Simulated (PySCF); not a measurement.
Input of a run (PBE0-D3(BJ)/def2-TZVP geometry optimisation, gas phase (PySCF 2.14.0)), started from GFN2-xTB:
```
{"job": {"xc": "PBE0", "basis": "def2-TZVP", "d3": "d3bj", "grid": 2, "kind": "geom"}, "charge": 0, "multiplicity": 1}
C     -1.388732     0.030983     0.811941
C     -0.574683     0.292274    -0.415788
C      0.682963    -0.000359    -0.540869
C      1.938967    -0.300931    -0.647646
F      2.928359     0.564763    -0.318083
H     -1.806525     0.966592     1.180775
H     -0.784175    -0.421595     1.593077
H     -2.217646    -0.633480     0.571115
H     -1.103550     0.745963    -1.246021
H      2.333906    -1.239555    -1.011031
```

Output (energies in Eh, forces in Eh/bohr):
```
step   0  E = -255.02062740  max force = 0.006931
step   1  E = -255.02089081  max force = 0.001631
step   2  E = -255.02089761  max force = 0.001034
step   3  E = -255.02090421  max force = 0.000766
step   4  E = -255.02090817  max force = 0.000297
optimisation converged
```

Problem. Summarise the run.

Solution. The energy falls by 0.74 kJ/mol over 5 energy and gradient evaluations, the largest force component goes from 0.0069 to 3.0e-04 Eh/bohr, and the atoms move by 0.024 Å rms after alignment. The bond that changes most is C4–F5 (outer carbon of cumulated double bonds to vinyl fluorine), which shortens by 0.008 Å. Bonds longer at the end by more than 0.005 Å: 1 of 9; shorter: 1. The energy never rose by more than 1e-6 Eh on the way. The first step brought 94 % of the lowering.

Problem. What are the final bond lengths?

Solution. C1–C2 1.495 Å, C2=C3 1.302 Å, C3=C4 1.298 Å, C4–F5 1.347 Å, C1–H6 1.094 Å, C1–H7 1.089 Å, C1–H8 1.094 Å, C2–H9 1.090 Å, C4–H10 1.084 Å. Numbering counts from 1 in the input's order; the species is `C(=C=CF)C`.

The run used 185 basis functions and 37 SCF cycles in all.

PBE0-D3(BJ)/def2-TZVP frequencies: not computed here.
